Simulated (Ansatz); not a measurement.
in.yaml

```yaml
crystal:
  periodic: [false, false, false]
  atoms:
    - {symbol: Al, position_ang: [0.000000, 0.000000, 0.253900]}
    - {symbol: Ga, position_ang: [0.000000, 0.000000, -2.089700]}
    - {symbol: H, position_ang: [0.000000, 0.000000, 1.835800]}
basis:
  gaussian: {orbitals: cc-pVTZ}
total_charge: 1
magnetization: {spin_polarized: true, initial_magnetization: 4}
correlation: {method: ccsdt_q, electrons: outside_noble_gas}
```

```sh
$ ansatz run in.yaml --threads 1 --pin off --events-out ev --progress --plain --max-ram 2393MiB
```

Q: Roughly how long does this take on 1 thread of Arm Neoverse V1, shared host, and how much host memory?

A: 86 s wall and 0.71 GiB.

```
1046 factors; integrals over basis functions are off by at most 2.4e-7 eV
mean field evaluation 1: about -58921.0332 eV, gradient 7.0e0 eV
mean field evaluation 2: about -58921.0419 eV, gradient 7.0e0 eV
mean field evaluation 4: about -58921.8329 eV, gradient 1.6e0 eV
mean field evaluation 8: about -58921.7307 eV, gradient 6.9e-1 eV
mean field evaluation 16: about -58922.6621 eV, gradient 8.3e-6 eV
mean field evaluation 32: about -58921.7233 eV, gradient 1.5e-3 eV
mean field evaluation 64: about -58921.7653 eV, gradient 3.9e-3 eV
mean field evaluation 96: about -58919.6207 eV, gradient 3.3e-1 eV
mean field evaluation 128: about -58919.6408 eV, gradient 6.9e-1 eV
mean field -58922.66212854 eV, -2165.3678940090 hartree, gradient 8.3e-6 eV, S^2 6.014305; 3 other end points of the search recorded, 0 dependent functions left out
determinant -58922.66212854 eV, -2165.3678940090 hartree, with singles and doubles -58924.85478769 eV, -2165.4484727465 hartree
determinant -58921.76532651 eV, -2165.3349371423 hartree, with singles and doubles -58924.34982246 eV, -2165.4299156164 hartree
determinant -58921.72325764 eV, -2165.3333911398 hartree, with singles and doubles -58924.64331203 eV, -2165.4407011594 hartree
determinant -58922.66212854 eV, -2165.3678940090 hartree, with singles and doubles -58924.83784316 eV, -2165.4478500466 hartree
determinant -58921.76532651 eV, -2165.3349371423 hartree, with singles and doubles -58924.51172847 eV, -2165.4358655528 hartree
determinant -58921.72325764 eV, -2165.3333911398 hartree, with singles and doubles -58924.69329662 eV, -2165.4425380593 hartree
19 core orbitals not correlated: weight in the atoms' cores, before any rotation towards them, 0.999 or more for the frozen orbitals, at most 0.001 for the correlated occupied ones
reference -58922.66212854 eV, -2165.3678940090 hartree; 5, 1 occupied and 67, 71 virtual orbitals, 1046 factors
second order -1.56625023 eV of doubles, -0.00000000 eV of singles
cycle   1  -1.89898340 eV  change   -3.3e-1 eV  update   7.1e-2
...
cycle  13  -2.33684971 eV  change   -5.3e-5 eV  update   8.4e-5
cycle  14  -2.33684637 eV  change    3.3e-6 eV  update   4.1e-5
cycle  15  -2.33679122 eV  change    5.5e-5 eV  update   2.3e-5
cycle  16  -2.33678694 eV  change    4.3e-6 eV  update   1.1e-5
cycle  17  -2.33679423 eV  change   -7.3e-6 eV  update   6.2e-6
cycle  18  -2.33679584 eV  change   -1.6e-6 eV  update   3.5e-6
cycle  19  -2.33679531 eV  change    5.3e-7 eV  update   1.4e-6
cycle  20  -2.33679333 eV  change    2.0e-6 eV  update   7.5e-7
cycle  21  -2.33679199 eV  change    1.3e-6 eV  update   3.9e-7
cycle  22  -2.33679160 eV  change    3.8e-7 eV  update   1.8e-7
perturbative correction -0.00791978 eV, -0.0002910464 hartree
Total energy: -58925.00683992 eV, -2165.4540605629 hartree
```

The T1 diagnostic is 0.083.
